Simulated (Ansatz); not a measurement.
This geometry of C₃H₇N (11 atoms, charge 0, multiplicity 1) is a first-order saddle point.

Method: Ansatz, RKS BHLYP/def2-SVP.

```xyz
11
Properties=species:S:1:pos:R:3
N -1.165 1.064 -0.137
C 0.125 0.504 0.158
C 0.231 -0.810 0.859
C 0.651 -0.685 -0.580
H -1.540 0.694 -0.998
H -1.106 2.064 -0.247
H 0.863 1.250 0.443
H 0.997 -0.950 1.617
H -0.705 -1.322 1.061
H 1.708 -0.733 -0.826
H 0.005 -1.134 -1.331
```

Task: Which two structures does it join? (They come from a converged band through this point; their orientation in space is the band's.)

Result: No bond is made or broken. The dihedral H6–N1–C2–H7 goes from -60 to 75°.

First end point:

```xyz
11
Properties=species:S:1:pos:R:3
N -1.134 0.920 -0.438
C 0.164 0.482 -0.038
C 0.236 -0.641 0.945
C 0.601 -0.874 -0.488
H -1.109 1.353 -1.351
H -1.506 1.601 0.209
H 0.958 1.230 0.043
H 1.027 -0.630 1.688
H -0.712 -1.042 1.290
H 1.645 -1.025 -0.741
H -0.105 -1.430 -1.097
```

Last end point:

```xyz
11
Properties=species:S:1:pos:R:3
N -1.048 1.222 -0.110
C 0.200 0.570 0.133
C 0.226 -0.736 0.844
C 0.641 -0.665 -0.600
H -1.810 0.560 -0.133
H -1.040 1.697 -1.003
H 0.990 1.269 0.400
H 0.987 -0.909 1.598
H -0.730 -1.200 1.074
H 1.692 -0.787 -0.845
H -0.043 -1.078 -1.337
```

Task: How far does it lie above each of them?

Result: 0.201 eV above the first and 0.095 eV above the second. This is the barrier of this one path; another mechanism may lie lower.

Run time: 2 min on 1 thread of Intel(R) Xeon(R) 6975P-C (Granite Rapids), on a shared host, peak memory 0.2 GiB.
